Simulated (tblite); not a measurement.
N-methylmethanimine, C2H5N.
Bonds: C1–N2 (double), N2–C3. Hydrogens: H4, H5 on C1; H6, H7, H8 on C3.

Computed with GFN2-xTB (tblite), gas phase: Langevin dynamics at 300 K from the optimised GFN2-xTB geometry, time step 0.5 fs, friction 0.01 fs⁻¹, 2000 steps. The instantaneous temperature is 2·E(kin)/(3Nk) with all 3N coordinates.

```
t (fs)  T (K)  E(pot) above start (eV)  C1=N2 (Å)  N2–C3 (Å)  C1–H4 (Å)
     0    234                    0.000      1.249      1.428      1.080
    25     96                    0.076      1.257      1.401      1.067
    50    155                    0.130      1.239      1.420      1.079
    75    228                    0.126      1.276      1.432      1.079
   100    158                    0.199      1.252      1.428      1.065
   125    301                    0.193      1.218      1.450      1.087
   150    215                    0.147      1.267      1.412      1.100
   175    175                    0.113      1.261      1.412      1.066
   200    193                    0.108      1.233      1.450      1.047
   225    203                    0.181      1.254      1.430      1.131
   250    314                    0.121      1.264      1.396      1.103
   275    259                    0.103      1.254      1.435      1.041
   300    251                    0.106      1.249      1.435      1.091
   325    246                    0.138      1.260      1.435      1.128
   350    357                    0.067      1.271      1.428      1.070
   375    249                    0.188      1.229      1.403      1.051
   400    344                    0.312      1.263      1.460      1.154
   425    418                    0.165      1.246      1.436      1.081
   450    253                    0.238      1.255      1.445      1.056
   475    237                    0.254      1.245      1.431      1.064
   500    276                    0.344      1.227      1.442      1.095
   525    344                    0.138      1.255      1.426      1.085
   550    410                    0.133      1.239      1.436      1.064
   575    326                    0.143      1.263      1.438      1.103
   600    185                    0.210      1.255      1.464      1.114
   625    174                    0.217      1.241      1.469      1.061
   650    287                    0.154      1.247      1.414      1.078
   675    277                    0.234      1.287      1.400      1.106
   700    278                    0.210      1.230      1.429      1.048
   725    266                    0.204      1.210      1.457      1.058
   750    186                    0.249      1.269      1.402      1.113
   775    169                    0.289      1.259      1.447      1.091
   800    192                    0.311      1.215      1.471      1.056
   825    260                    0.187      1.268      1.462      1.076
   850    294                    0.256      1.273      1.424      1.105
   875    358                    0.157      1.232      1.434      1.076
   900    323                    0.186      1.250      1.422      1.069
   925    290                    0.181      1.269      1.415      1.093
   950    167                    0.144      1.236      1.421      1.096
   975    251                    0.212      1.260      1.382      1.065
  1000    301                    0.288      1.257      1.438      1.098
```

**Question.** From 500 fs on, how do temperature and potential energy compare with equipartition?

**Answer.** The mean temperature of these 21 frames is 267 K against the target 300 K, and the mean potential energy 0.21 eV against 18 × kT/2 = 0.23 eV for 18 classical harmonic modes. For 8 atoms in a canonical ensemble the temperature itself scatters by T·√(2/(3N)) = 87 K; here its standard deviation is 66 K. The whole run lasts only 10 friction times of 100 fs, so these averages carry a wide statistical error.

**Question.** What are the kinetic and total energies of the listed frame with the highest potential energy?

**Answer.** The one at 500 fs, 0.344 eV above the start. Its kinetic energy is 3NkT/2 = 0.285 eV at 276 K, so the sum is 0.63 eV; over the listed frames the sum runs from 0.18 to 0.67 eV, since the thermostat adds and removes energy.

**Question.** How much do the listed bonds fluctuate from 500 fs on?

**Answer.** 
```csv
bond,at the start (Å),mean (Å),standard deviation (Å)
C1=N2,1.249,1.250,0.019
N2–C3,1.428,1.433,0.023
C1–H4,1.080,1.083,0.020
```

The motion is classical and holds no zero-point motion.

What follows is the cost of the whole dynamics run. Hardware: one thread of an AMD EPYC 9R45 (shared host). Cost: 2.0 s, 0.18 GiB resident at most.
